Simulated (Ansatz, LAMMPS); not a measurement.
**Wurtzite GaN, elastic constant C12**

Reference value: 145 GPa (measured, temperature not stated, no zero-point or thermal correction, sources range from 129 to 145; as tabulated in Oses et al. (2018), arXiv:1811.08464).

Task: Put these levels in order of the elastic constant C12 that they give for wurtzite GaN, smallest first: LDA (Ansatz, a program for electronic structure), PBE (Ansatz), ionic model zapol1997 (shell model, LAMMPS).

Result: PBE (113 GPa), LDA (139 GPa), ionic model zapol1997 (161 GPa)

Unless a cell is named, each level is at its own relaxed cell (ionic model zapol1997 11.63, LDA 11.05, PBE 11.76 Å³/atom).

Differences against the reference: ionic model zapol1997 +11.0 %, LDA -4.1 %, PBE -22 %.

The measured value isn't corrected to a static lattice, so vibrations enter the comparison.  Each level is taken at its own relaxed cell. Ansatz's density-functional and Hartree–Fock values are scalar-relativistic unless marked +SOC, with PAW data made under PBE.

Empirical potentials (ionic model zapol1997) are fitted to chosen data, which need not cover the solid at hand: agreement can be built in, and what lay outside the fit can be far off.

Differences are worked out from the printed values.
